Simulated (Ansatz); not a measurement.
Program: Ansatz 0.2.0.

Basis-set series for `CCCCC#N`. Total charge 0; spin multiplicity 1. All single points use the PBE0-D4/def2-TZVP geometry. It is one conformer, not always the lowest.

```csv
functional,basis,functions,energy (Eh),HOMO (eV),LUMO (eV)
PBE0-D4,def2-TZVPP,312,-250.48773,-9.16,0.55
PBE0-D4,def2-QZVPP,612,-250.50145,-9.17,0.28
ωB97M-V,def2-TZVPP,312,-250.66810,-11.46,2.14
ωB97M-V,def2-QZVPP,612,-250.68130,-11.47,1.57
```

Question: Give the rows for def2-SVP. (An estimate is asked.)

Answer: The calculation gave: 
| functional | basis | functions | energy (Eh) | HOMO (eV) | LUMO (eV) |
| --- | --- | --- | --- | --- | --- |
| PBE0-D4 | def2-SVP | 129 | -250.21253 | -9.11 | 0.93 |
| ωB97M-V | def2-SVP | 129 | -250.37772 | -11.40 | 2.84 |

Positive LUMOs are unbound and depend on the basis.
